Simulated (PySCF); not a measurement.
An unknown is described by computed data only.

Formula: C2H2O2.

* 1H NMR: chemical shifts (computed TMS as zero) by class: 9.46 (2 H) ppm [GIAO PBE0/pcSseg-2]
* UV, first state: lowest singlet excitation: 2.77 eV (447 nm, f = 0.000) [TDDFT CAM-B3LYP/aug-cc-pVTZ]
* 13C NMR: chemical shifts (computed TMS as zero) by class: 201.7 (2 C) ppm [GIAO PBE0/pcSseg-2]
* Rotational structure: rotational constants A, B, C: 56.217, 4.831, 4.448 GHz [PBE0-D3(BJ)/def2-TZVP]
* UV, strongest line: among the 10 lowest singlet transitions: S8 at 8.07 eV (154 nm, f = 0.311) [TDDFT CAM-B3LYP/aug-cc-pVTZ]
* NMR, other nuclei: isotropic shieldings of nuclei other than C and H, by class: -405 (2 O) ppm [GIAO PBE0/pcSseg-2]
* Triplet: lowest triplet excitation (Tamm–Dancoff): 2.19 eV [TDA CAM-B3LYP/aug-cc-pVTZ]
* Polarisability: 31.4 au [CAM-B3LYP/aug-cc-pVTZ]
* Dipole: 0.00 D [CAM-B3LYP/aug-cc-pVTZ]

The electronic properties come from PySCF, for the isolated species, density fitting. Levels stand in brackets. One conformer (not necessarily the lowest) at the PBE0-D3(BJ)/def2-TZVP geometry, without solvent, vibrations or thermal averaging. NMR values are class means; diastereotopic atoms form classes of their own.

Q: What is the compound? Reason from the data.

A: Numbering: `[O:1]=[CH:2][CH:3]=[O:4]`. Its formula, C2H2O2, gives 2 degrees of unsaturation: 0 rings and 2 π bonds in the structure found. 2 carbons fall into 1 class: aldehyde carbon [C2/C3] (201.7 ppm, 2 C). All hydrogens form one class (9.46 ppm): formyl hydrogen. The other shieldings belong to: -405 ppm, aldehyde oxygen [O1/O4]. S1 is mainly HOMO→LUMO (weight 0.97); the largest Löwdin shares of the orbital it empties are 0.29 on an aldehyde oxygen, 0.28 on an aldehyde oxygen and 0.16 on each of 2 atoms of one kind (aldehyde carbon), of the orbital it fills 0.24 on each of 2 atoms of one kind (aldehyde carbon) and 0.22 on each of 2 atoms of one kind (aldehyde oxygen). The vanishing dipole is forced by symmetry. The optimised geometry has point group C2h and is an asymmetric top. Structure: glyoxal (`O=CC=O`). The assignments are read from this structure; whether some other isomer fits the data as well wasn't checked.

Conformer computed: `[O:1]=[CH:2][CH:3]=[O:4]`: O1–C2–C3–O4 180°.
